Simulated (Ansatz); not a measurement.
The cluster Al3H2⁺. Charge 1, multiplicity 3. Geometry B3LYP-D4/def2-TZVP, that of the neutral doublet; atoms count from 1.

```tsv
atom	x (Å)	y (Å)	z (Å)
Al1	1.3834	-0.1968	-1.5556
Al2	0.3119	-1.2840	0.4231
Al3	-0.3014	1.2790	-0.4471
H4	-1.2674	2.4849	-0.0176
H5	-0.1265	-2.2833	1.5972
```

At PBE0-D4/def2-TZVP a singlet of charge 1 lies 0.49 eV below the triplet at the same geometry. The structure comes from a short search, and lower isomers may exist.

Estimate the Mulliken populations from the PBE0/def2-TZVP orbitals of Ansatz.


| atom | charge (e) | spin (α − β) |
| --- | --- | --- |
| Al1 | 0.22 | 0.56 |
| Al2 | 0.34 | 0.62 |
| Al3 | 0.34 | 0.62 |
| H4 | 0.05 | 0.09 |
| H5 | 0.05 | 0.09 |
Mulliken values depend strongly on the basis.

Where does the spin sit?

Summed by element: Al 1.81, H 0.19, of 2 unpaired in all. Largest on single atoms: Al3 0.62, Al2 0.62, Al1 0.56.

And the Mayer bond orders between heavy atoms (over 0.3)?

Al1–Al2 0.90 (2.50 Å); Al1–Al3 0.90 (2.50 Å); Al2–Al3 0.76 (2.78 Å).
